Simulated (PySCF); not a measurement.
# C4H8O: the cost of one run

Method: levels as typed in each script, gas phase, geometry from GFN2-xTB; program: PySCF 2.14.0.

## Step 1: Where the work starts

SMILES `C1CCOC1`, 13 atoms, charge 0, spin multiplicity 1.

Bond lengths: C1–C2 1.527 Å, C1–C5 1.529 Å, C1–H6 1.091 Å, C1–H7 1.087 Å, C2–C3 1.529 Å, C2–H8 1.087 Å, C2–H9 1.091 Å, C3–O4 1.417 Å, C3–H10 1.099 Å, C3–H11 1.093 Å, O4–C5 1.420 Å, C5–H12 1.093 Å, C5–H13 1.099 Å. Angles: C2–C1–C5 101.3°, C2–C1–H6 110.2°, C2–C1–H7 113.4°, C5–C1–H6 110.3°, C5–C1–H7 112.3°, H6–C1–H7 109.1°, C1–C2–C3 101.3°, C1–C2–H8 113.4°, C1–C2–H9 110.2°, C3–C2–H8 112.3°, C3–C2–H9 110.3°, H8–C2–H9 109.1°, C2–C3–O4 106.9°, C2–C3–H10 110.7°, C2–C3–H11 113.1°, O4–C3–H10 108.9°, O4–C3–H11 108.5°, H10–C3–H11 108.6° and more.

As a file:

```
C     0.7368    0.9902    0.2252
C    -0.7222    1.0006   -0.2249
C    -1.1561   -0.4219    0.1297
O    -0.0100   -1.2459    0.0004
C     1.1506   -0.4379   -0.1305
H     0.8001    1.1451    1.3030
H     1.3492    1.7350   -0.2776
H    -1.3241    1.7535    0.2785
H    -0.7833    1.1572   -1.3026
H    -1.5149   -0.4722    1.1674
H    -1.9386   -0.8091   -0.5285
H     1.9277   -0.8366    0.5274
H     1.5087   -0.4925   -1.1683
```

## Step 2: Density, bond paths and surface potential (wB97X/aug-cc-pvdz)

File input.py:

```python
import numpy as np
from pyscf import gto, scf, dft
from pyscf.scf import atom_ks, atom_hf
from scipy.linalg import block_diag

def solve(mol, dm0=None, hcore=None):
    mf = (dft.UKS if mol.spin else dft.RKS)(mol, xc='wb97x')
    mf.grids.level = 3
    mf = mf.density_fit(auxbasis='def2-universal-jkfit')
    mf.conv_tol, mf.max_cycle = 1e-8, 80
    if hcore is not None:
        mf.get_hcore = lambda *args: hcore
    mf.kernel(dm0)
    if not mf.converged:
        mf = mf.newton().run(mf.mo_coeff, mf.mo_occ, max_cycle=30)
    assert mf.converged, 'SCF not converged'
    return mf

mol = gto.M(atom='''
C      0.73683     0.99022     0.22523
C     -0.72225     1.00063    -0.22492
C     -1.15606    -0.42185     0.12967
O     -0.00995    -1.24586     0.00042
C      1.15063    -0.43794    -0.13045
H      0.80006     1.14515     1.30304
H      1.34919     1.73500    -0.27760
H     -1.32411     1.75355     0.27848
H     -0.78330     1.15725    -1.30262
H     -1.51491    -0.47220     1.16743
H     -1.93862    -0.80905    -0.52849
H      1.92768    -0.83659     0.52741
H      1.50874    -0.49254    -1.16825
''', basis='aug-cc-pvdz', charge=0, spin=0, verbose=4)
mf = solve(mol)
mf.analyze()
# spherically averaged free atoms, for the promolecule
atm = atom_ks.get_atm_nrks(mol, xc='wb97x')
pro = block_diag(*[(atm[a[0]][2] * atm[a[0]][3]) @ atm[a[0]][2].T for a in mol._atom])
np.savez('result.npz', e=mf.e_tot, c=mf.mo_coeff, occ=mf.mo_occ, eps=mf.mo_energy, pro=pro, dip=mf.dip_moment(verbose=0), s2=mf.spin_square()[0])
```

Started as:

```bash
$ OMP_NUM_THREADS=1 python input.py
```

Q: Estimate wall time and peak memory on 1 thread of Intel Xeon 6975P-C (Granite Rapids), shared host.

About 13 s, with a peak of 0.73 GiB.
